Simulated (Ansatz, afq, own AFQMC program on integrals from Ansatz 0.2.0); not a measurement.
Where AFQMC and coupled cluster stand for BNH3, doublet

```xyz
5

B     0.0000    0.0177    0.5716
N     0.0000   -0.0373   -0.5040
H     0.0000    1.1082    1.0968
H     0.0000   -0.9761    1.2504
H     0.0000    0.1966   -1.4754
```

Connectivity, by distances: BH2–NH.

Basis cc-pVDZ. Noble-gas cores (and the filled d shells of Ga–Kr and In–Xe) are frozen. AFQMC by an in-house program on the Cholesky factors that Ansatz 0.2.0 writes for its CCSD(T) run. ph-AFQMC/CISD is guided by a CISD state made of CCSD amplitudes; releasing the constraint for a short imaginary time cuts its bias at the price of noise, slowly where states lie close. Free projection: walkers drawn from exp(T), propagated without any constraint. Its projection time is finite, and what remains of the start isn't in its error. Uncertainties: one standard error, sampling alone.

Determinant: UHF, the one that the program's search chose, which needn't be the lowest solution. The geometry is a point of a scan.

No full CI on the walks' own integrals is used here. The released AFQMC energy serves as the reference, which it does only where one determinant dominates, the energy is flat over the last release times and near the phaseless one (40 meV or 2 meV an electron, half that with transition metals). On small molecules, where full CI could be run and the noise was under 10 meV, such values lay within 10 meV of it in 19 cases of 20, a flattering rate, since the rule was set on those same cases; what remains of the bias isn't in the error bar.

Cautions: the released value is read at 2.40 1/Eh with a noise of 19 meV, more than in the cases checked (meV from the phaseless value at times in 1/Eh: -2 ± 14 at 0.24, -8 ± 13 at 0.51, -3 ± 13 at 0.99, -29 ± 20 at 1.62, -28 ± 19 at 2.40).

* T1 diagnostic: 0.0273
* weight of the determinant in the CISD state: 0.888
* ⟨S²⟩ of the determinant: 0.781
* size of the correlated space: 11 electrons in 41 orbitals

Reference: AFQMC with the constraint released, correlation energy -7.393 ± 0.019 eV.

```json
{"level": "HF", "E − E(reference) (kcal/mol)": "170.48 ± 0.45", "share of correlation (%)": "0.00"}
{"level": "MP2", "E − E(reference) (kcal/mol)": "24.66 ± 0.45", "share of correlation (%)": "85.53"}
{"level": "CCSD", "E − E(reference) (kcal/mol)": "5.50 ± 0.45", "share of correlation (%)": "96.77"}
{"level": "CCSD(T)", "E − E(reference) (kcal/mol)": "1.09 ± 0.45", "share of correlation (%)": "99.36"}
{"level": "ph-AFQMC/HF", "E − E(reference) (kcal/mol)": "-0.20 ± 1.35", "share of correlation (%)": "100.12"}
{"level": "ph-AFQMC/CISD", "E − E(reference) (kcal/mol)": "0.64 ± 0.51", "share of correlation (%)": "99.63"}
{"level": "free AFQMC", "E − E(reference) (kcal/mol)": "0.44 ± 0.55", "share of correlation (%)": "99.74"}
```

Free projections are given only where their last times agree within the noise and don't stop above the reference; a slow remainder of the start can still hide under it. A walk keeps the symmetry of its determinant, which the program's search chose and which needn't be the lowest solution, so a lower state of the same spin and another symmetry isn't excluded. Released energies are given only where the last usable release times agree within the noise; a slower fall can still hide under it.
